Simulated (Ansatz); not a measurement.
Basis-set extrapolation for C3H5FO (`C[C@H]1O[C@H]1F`) (PBE0-D4/def2-TZVP geometry, frozen core, Ansatz 0.2.0). Multiplicity 1, RHF reference.

```tsv
	def2-TZVPP	def2-QZVPP
HF	-290.893238	-290.906347
MP2 correlation	-0.984023	-1.058957
CCSD(T) correlation	-1.047392	not run
```

Energies in hartree. Use E(X) = E(∞) + A·exp(−7.88·√X) for Hartree–Fock and E(X) = E(∞) + B·X^(−2.97) for correlation, with X = 3 and 4, and add CCSD(T) minus MP2 of the smaller set to the MP2 limit.

Problem. What is the CCSD(T) energy at the basis-set limit?

Solution. HF limit: -290.906347 + (-0.013109) × 0.13774 = -290.90815. MP2 limit: -1.058957 + (-0.074934) × 0.74074 = -1.11446. Higher-order term: -1.047392 − (-0.984023) = -0.06337. Total: -292.08598 hartree, 3.96 eV below CCSD(T)/def2-TZVPP.
